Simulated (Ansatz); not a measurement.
## bcc K

Level of theory: Hartree–Fock (plane waves, PAW; Ansatz, a first-principles code).

Settings: plane-wave cutoff 460 eV, 10×10×10 k mesh, Fermi–Dirac smearing 0.05 eV, scalar-relativistic PAW data made under PBE.

Cell (relaxed at this level):

K is modelled in the cubic space group Im-3m (No. 229), the bcc (W type) structure, Pearson symbol cI2. Cell: a = b = c = 5.7913 Å, α = β = γ = 90.00°. K on 2a is coordinated by 8 K at 5.015 Å (cubic). (Neighbours: up to the widest gap in distance over summed covalent radii, below 1.35, at either atom.)
(The calculation used a cell of 1 atom; values per cell refer to that cell.)

```yaml
bulk_modulus: 2.17 GPa
```

Measured, for comparison: bulk modulus 3.75 GPa (corrected for temperature and zero-point phonon effects; as tabulated in Levämäki et al. (2014), arXiv:1402.3671). Computed (rounded) less measured: bulk modulus -42 %.

Note: the cell is over a tenth larger than the published one (another phase or state, or a fault of the published cell, is possible).
